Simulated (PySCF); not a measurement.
**SiH2F2 (SMILES F[SiH2]F): CCSD(T)/STO-3G**

Aim: the vertical singlet–triplet gap of SiH2F2 at CCSD(T)/STO-3G, from 2 runs. Input form: a Python script.

The calculation is run with PySCF 2.14.0.

7 further runs of the same task are left out: 1 that didn't finish, 6 set aside as unsound or not needed.

## 1. Starting point

The species is SiH2F2 (5 atoms), meant as a singlet with charge 0. As SMILES, `F[SiH2]F`. Geometry: relaxed at PBE0-D4/def2-TZVP.

Bond lengths: F1–Si2 1.586 Å, Si2–F3 1.586 Å, Si2–H4 1.474 Å, Si2–H5 1.474 Å. Angles: F1–Si2–F3 108.0°, F1–Si2–H4 108.5°, F1–Si2–H5 108.5°, F3–Si2–H4 108.5°, F3–Si2–H5 108.5°, H4–Si2–H5 114.6°.

## 2. The energy at CCSD(T)/STO-3G

input.py reads:

```python
# F[SiH2]F
from pyscf import gto, scf, cc

mol = gto.M(
    atom='''
F     -2.039033     1.017051     1.853292
Si    -0.009864    -0.001020    -0.102215
F      2.357679    -0.983773     1.449250
H     -1.115827    -2.151907    -1.485892
H      0.807045     2.119668    -1.714454
''',
    max_memory=1860,
    verbose=3,
    basis='sto-3g',
    charge=0,
    unit='bohr',
)

hf = scf.RHF(mol)
hf.conv_tol = 1e-10
hf.kernel()
if not hf.converged:
    hf = hf.newton().run(hf.mo_coeff, hf.mo_occ)

mycc = cc.CCSD(hf, frozen=7)
mycc.kernel()
e_t = mycc.ccsd_t()
energy = mycc.e_tot + e_t
print('Final energy', energy)
```

Command:

```bash
$ OMP_NUM_THREADS=1 python input.py
```

What it wrote:

```text
converged SCF energy = -482.868193993092
E(CCSD) = -482.9537913783951  E_corr = -0.08559738530353661
CCSD(T) correction = -0.00341637180315666
Final energy -482.9572077501983
```

Wall time 0.38 s (1 thread of AMD EPYC 9R45 (Zen 5), shared host); peak memory 0.1 GiB.

## 3. The triplet, same level

input.py reads:

```python
from pyscf import gto, scf, cc

mol = gto.M(
    atom=[
    ('F', (-1.079010, 0.538200, 0.980720)),
    ('Si', (-0.005220, -0.000540, -0.054090)),
    ('F', (1.247630, -0.520590, 0.766910)),
    ('H', (-0.590470, -1.138740, -0.786300)),
    ('H', (0.427070, 1.121680, -0.907250)),
],
    verbose=4,
    max_memory=1860,
    spin=2,
    basis='sto-3g',
)

myscf = scf.UHF(mol)
myscf.conv_tol = 1e-10
myscf.kernel()
if not myscf.converged:
    myscf = myscf.newton().run(myscf.mo_coeff, myscf.mo_occ)

mycc = cc.CCSD(myscf, frozen=7)
mycc.kernel()
e_t = mycc.ccsd_t()
e_final = mycc.e_tot + e_t
print('Final energy', e_final)
```

Command:

```bash
$ OMP_NUM_THREADS=1 python input.py
```

What it wrote:

```text
PySCF version 2.14.0

[INPUT] num. atoms = 5
[INPUT] num. electrons = 34
[INPUT] charge = 0
[INPUT] spin (= nelec alpha-beta = 2S) = 2
[INPUT] symmetry False subgroup None
[INPUT] Mole.unit = angstrom
[INPUT] Symbol           X                Y                Z      unit          X                Y                Z       unit  Magmom
[INPUT]  1 F     -1.079010000000   0.538200000000   0.980720000000 AA   -2.039033385667   1.017050600241   1.853292204883 Bohr   0.0
[INPUT]  2 Si    -0.005220000000  -0.000540000000  -0.054090000000 AA   -0.009864370370  -0.001020452107  -0.102215286078 Bohr   0.0
[INPUT]  3 F      1.247630000000  -0.520590000000   0.766910000000 AA    2.357679004791  -0.983772523187   1.449249862190 Bohr   0.0
[INPUT]  4 H     -0.590470000000  -1.138740000000  -0.786300000000 AA   -1.115826584772  -2.151906727087  -1.485891651746 Bohr   0.0
[INPUT]  5 H      0.427070000000   1.121680000000  -0.907250000000 AA    0.807045336018   2.119667999402  -1.714454026512 Bohr   0.0

nuclear repulsion = 118.741930749531
number of shells = 13
number of NR pGTOs = 63
number of NR cGTOs = 21
basis = sto-3g
ecp = {}

******** <class 'pyscf.scf.uhf.UHF'> ********
method = UHF
initial guess = minao
damping factor = 0
level_shift factor = 0
DIIS = <class 'pyscf.scf.diis.CDIIS'>
diis_start_cycle = 1
diis_space = 8
diis_damp = 0
SCF conv_tol = 1e-10
SCF conv_tol_grad = None
SCF max_cycles = 50
direct_scf = True
direct_scf_tol = 1e-13
number electrons alpha = 18  beta = 16
Set gradient conv threshold to 1e-05
init E= -482.614888564883
[... the frontier-level lines of each cycle are left out ...]


[... 4 lines left out ...]
[... 11 lines left out ...]
[... 11 lines left out ...]
[... 11 lines left out ...]
[... 11 lines left out ...]
[... 11 lines left out ...]
[... 11 lines left out ...]
[... 11 lines left out ...]
[... 11 lines left out ...]
[... 11 lines left out ...]
[... 11 lines left out ...]
[... 8 lines left out ...]
converged SCF energy = -482.410171267529  <S^2> = 2.0075348  2S+1 = 3.005019
[... 37 lines left out ...]
UCCSD converged
[... 2 lines left out ...]
Final energy -482.555090932611
```

Wall time 0.46 s (1 thread of AMD EPYC 9R45 (Zen 5), shared host); peak memory 0.1 GiB.

## 4. Results

Level: CCSD(T)/STO-3G, 7 core orbitals frozen.

| quantity | value |
| --- | --- |
| singlet: total energy | -482.95721 Eh |
| singlet: dipole moment (Hartree–Fock density) | 1.26 D |
| singlet: HOMO energy (Hartree–Fock orbitals) | -10.35 eV |
| singlet: LUMO energy (Hartree–Fock orbitals) | 13.01 eV |
| singlet: HOMO–LUMO gap (Hartree–Fock orbitals) | 23.37 eV |
| singlet: correlation energy (7 core orbitals frozen) | -89.0 mEh |
| singlet: (T) correction | -3.42 mEh |
| singlet: T1 diagnostic | 0.010 |
| triplet: total energy | -482.55509 Eh |
| triplet: dipole moment (Hartree–Fock density) | 0.21 D |
| triplet: correlation energy (7 core orbitals frozen) | -144.9 mEh |
| triplet: (T) correction | -19.16 mEh |
| triplet: ⟨S²⟩ of the reference determinant | 2.008 |
| triplet: T1 diagnostic | 0.066 |
| vertical energy of the triplet above the singlet | 10.942 eV |

In words: At this shape the triplet lies 10.94 eV (1056 kJ/mol) above the singlet. In a minimal basis such a difference can be off by several eV, whatever the method. The triples (singlet) make up 3.8 % of the correlation energy. The T1 diagnostic (triplet) of 0.066 is above the customary mark for such species, so a single reference may not serve. Mulliken charges (triplet) of the mean-field density run from -0.32 on F1 to +0.83 on Si2; they depend strongly on the basis. The triples (triplet) make up 13.2 % of the correlation energy.
